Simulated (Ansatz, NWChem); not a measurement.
## CF4 (tetrafluoromethane): from total energies to a heat of formation

The species is CF4 (5 atoms), meant as a singlet with charge 0. SMILES: `FC(F)(F)F`. The shape is that of a PBE0-D4/def2-TZVP optimisation.

Total energies at PBE0/aug-cc-pVDZ (NWChem 7.3.0); the atoms run unrestricted:

```
species    state  energy (Eh)
    CF4  singlet  -437.134670
      F  doublet   -99.646402
      C  triplet   -37.800771
```

Harmonic wavenumbers at PBE0-D4/def2-TZVP, in cm⁻¹: 435, 435, 633, 633, 633, 925, 1294, 1294, 1294.

Measured heats of formation of the gaseous atoms at 298.15 K, in kJ/mol: F 79.4, C 716.9. Spin-orbit lowering of the atoms at 298 K (mean of the ground term's levels less their thermal mean, from spectra), in kJ/mol: F 1.29, C 0.02. Take 1 Eh = 2625.50 kJ/mol, 1 cm⁻¹ = 0.0119627 kJ/mol, RT = 2.479 kJ/mol.

Q: What heat of formation follows?

A: 
1. Electronic atomisation energy: 4 × (-99.646402) + (-37.800771) − (-437.134670) = 0.748291 Eh = 1964.6 kJ/mol.
2. Zero-point energy: half the sum of the wavenumbers, 3788 cm⁻¹ = 45.3 kJ/mol.
3. Thermal vibrational enthalpy, Σ hcν̃/(exp(hcν̃/kT) − 1): 2.8 kJ/mol. Translation, rotation and pV of a non-linear molecule: 4 RT = 9.9 kJ/mol.
4. The 5 free atoms carry 5/2 RT each: 31.0 kJ/mol.
5. Spin-orbit coupling lowers the free atoms by 4 × 1.29 + 0.02 = 5.2 kJ/mol.
6. Atomisation enthalpy at 298 K: 1964.6 − 5.2 − 45.3 − 2.8 − 9.9 + 31.0 = 1932.4 kJ/mol.
7. Sum of the atoms' heats of formation: 1034.5 kJ/mol. Heat of formation: 1034.5 − 1932.4 = -897.9 kJ/mol.

The tabulated value is -933.4 kJ/mol (Active Thermochemical Tables), so this level is off by +35.5 kJ/mol, or 1.8 % of the atomisation enthalpy. Anharmonicity and any spin-orbit splitting of the molecule are left out.
